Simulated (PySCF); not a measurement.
Bonds (- single, = double, # triple, : aromatic): O1=C2 1.205 Å, C2-C3 1.501 Å, C3-O4 1.379 Å. C2 carries H5; C3 carries H6, H7; O4 carries H8.

PySCF 2.14 calculation with structure optimised with PBE0-D3(BJ)/def2-SVP and KT2/pcSseg-2 with gauge-including orbitals; non-relativistic, gas phase, a single conformation, rapidly exchanging positions averaged.

δ = σ(ref) − σ, references computed at the same level: TMS for $^{13}$C (σref 182.28) and $^{1}$H (σref 31.18); H2O for $^{17}$O (σref 324.36).

| atoms | nucleus | count | δ (ppm) |
| --- | --- | --- | --- |
| C2 | $^{13}$C | 1 | 200.0 |
| H6/H7 | $^{1}$H | 2 | 4.50 |
| C3 | $^{13}$C | 1 | 75.6 |
| O1 | $^{17}$O | 1 | 571.9 |
| H8 | $^{1}$H | 1 | 3.19 |
| H5 | $^{1}$H | 1 | ? |
| O4 | $^{17}$O | 1 | ? |

Question: Fill in the missing shifts.

Answer: 
- H5: 10.04 ppm, hydrogen on an aldehyde carbonyl carbon; deshielded by the polar, anisotropic C=O bond
- O4: 4.1 ppm, alcohol oxygen

Exchangeable OH/NH protons stand at their gas-phase positions; hydrogen bonding in a real sample shifts them, mostly to higher δ. Shifts are as computed. Against solution values, carbons near 30 ppm lie about +3 ppm off and those near 130 ppm about -1 ppm. Of 1211 compounds with measured shifts, 218 miss one by over three times the rms of a fit or turn the order of signals round; such compounds aren't used in these exercises. Unscaled 17O shifts of doubly bonded oxygen tend to come out too high, by tens of ppm or more. Experimental scales use liquid or dissolved standards, which lie at an offset from isolated H2O (liquid H2O: subtract about 36 ppm).
